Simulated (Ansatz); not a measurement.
## Mean errors over 8 vertical spin gaps

Ansatz 0.2.0, basis cc-pVDZ; geometries are PBE0/def2-TZVP minima. Wave-function levels freeze the cores with the filled d shells of p-block atoms; HF, MP2 and coupled cluster are restricted for singlets and unrestricted otherwise, restricted open-shell where a d shell is frozen, Kohn–Sham unrestricted where that lies lower. The reference is CCSDT(Q) or CCSDTQ or full CI (coupled cluster only where its series has nearly closed). Semilocal and hybrid functionals correlate all electrons outside any core potential and usually lie nearer their basis limit than the reference, so part of their error here is the reference's basis and frozen-core error; RPA and the MP2 part of double hybrids freeze the same cores as the reference. An error is the level's value less the reference. None of these values is a measured one. Energies are electronic, without zero-point terms. No spin–orbit coupling and no scalar relativity. The set is small: such energies can lie up to about 0.3 eV from the limit, spin gaps mostly less, so near ties and functionals' places can change in larger sets. The species are chosen: bound, without strong static correlation by their natural occupations or amplitudes, in their lowest spin state as far as vertical gaps and like structures tell, without the heavier p-block dimers whose ³Σ⁻ and ³Π states nearly coincide, and with a ladder that closes on the reference, so errors are smaller than for species at large; levels whose determinant breaks symmetry or spin markedly are left out.

```json
{"species": "H2Al–AsH, doublet (Al–As 2.440, Al–H 1.587, As–H 1.528, angles at As 91°, angles at Al 118/120/122°)", "quantity": "quartet less doublet, vertical", "reference": "CCSDT(Q)", "value (eV)": "3.921", "error CCSD": "0.014", "error CCSD(T)": "0.007", "error CCSDT": "-0.001", "error PBE": "-0.182", "error r2SCAN": "-0.140", "error wB97M-V": "0.256", "error RPA-PBE": "-0.083"}
{"species": "Al2O, singlet (O–Al 1.705, angle at O 180°)", "quantity": "triplet less singlet, vertical", "reference": "CCSDT(Q)", "value (eV)": "3.052", "error CCSD": "0.043", "error CCSD(T)": "0.054", "error CCSDT": "0.021", "error PBE": "-0.210", "error r2SCAN": "-0.327", "error wB97M-V": "0.450", "error RPA-PBE": "0.127"}
{"species": "HSi–NH, doublet (N–Si 1.594, Si–H 1.515, N–H 1.008, angles at N 134°, angles at Si 110°)", "quantity": "quartet less doublet, vertical", "reference": "CCSDT(Q)", "value (eV)": "3.533", "error CCSD": "-0.213", "error CCSD(T)": "-0.056", "error CCSDT": "-0.032", "error PBE": "0.114", "error r2SCAN": "-0.224", "error wB97M-V": "0.098", "error RPA-PBE": "0.087"}
{"species": "B–N–SiH, doublet (B–N 1.259, N–Si 1.712, Si–H 1.534, angles at N 172°, angles at Si 96°)", "quantity": "quartet less doublet, vertical", "reference": "CCSDT(Q)", "value (eV)": "1.486", "error CCSD": "-0.018", "error CCSD(T)": "0.003", "error CCSDT": "-0.002", "error PBE": "-0.209", "error r2SCAN": "-0.409", "error wB97M-V": "0.209", "error RPA-PBE": "0.106"}
{"species": "H2Si–O, singlet (O–Si 1.516, Si–H 1.486, angles at Si 112/124°)", "quantity": "triplet less singlet, vertical", "reference": "CCSDT(Q)", "value (eV)": "3.987", "error CCSD": "-0.116", "error CCSD(T)": "-0.007", "error CCSDT": "-0.021", "error PBE": "-0.304", "error r2SCAN": "-0.443", "error wB97M-V": "-0.070", "error RPA-PBE": "-0.094"}
{"species": "H2Ge–CH2, singlet (C–Ge 1.769, Ge–H 1.526, C–H 1.082, angles at C 117/121°, angles at Ge 115/123°)", "quantity": "triplet less singlet, vertical", "reference": "CCSDT(Q)", "value (eV)": "2.669", "error CCSD": "-0.137", "error CCSD(T)": "-0.015", "error CCSDT": "-0.014", "error PBE": "-0.029", "error r2SCAN": "-0.356", "error wB97M-V": "-0.099", "error RPA-PBE": "0.026"}
{"species": "GeN⁺, triplet Σ⁻ (N–Ge 1.901)", "quantity": "quintet less triplet, vertical", "reference": "full CI", "value (eV)": "2.186", "error CCSD": "-0.064", "error CCSD(T)": "-0.017", "error CCSDT": "-0.008", "error PBE": "0.386", "error r2SCAN": "0.069", "error wB97M-V": "0.270", "error RPA-PBE": "0.149"}
{"species": "HSiGe, doublet Π (Si–Ge 2.190, Si–H 1.495, angle at Si 180°)", "quantity": "quartet less doublet, vertical", "reference": "CCSDTQ", "value (eV)": "1.878", "error CCSD": "-0.135", "error CCSD(T)": "-0.014", "error CCSDT": "-0.015", "error PBE": "-0.056", "error r2SCAN": "-0.188", "error wB97M-V": "-0.101", "error RPA-PBE": "0.011"}
```

```tsv
level	mean absolute error (eV)	mean signed error	largest error
CCSDT	0.014	-0.009	-0.032 (HSi–NH)
CCSD(T)	0.022	-0.005	-0.056 (HSi–NH)
RPA-PBE	0.085	0.041	0.149 (GeN⁺)
CCSD	0.092	-0.078	-0.213 (HSi–NH)
PBE	0.186	-0.061	0.386 (GeN⁺)
wB97M-V	0.194	0.127	0.450 (Al2O)
r2SCAN	0.269	-0.252	-0.443 (H2Si–O)
```
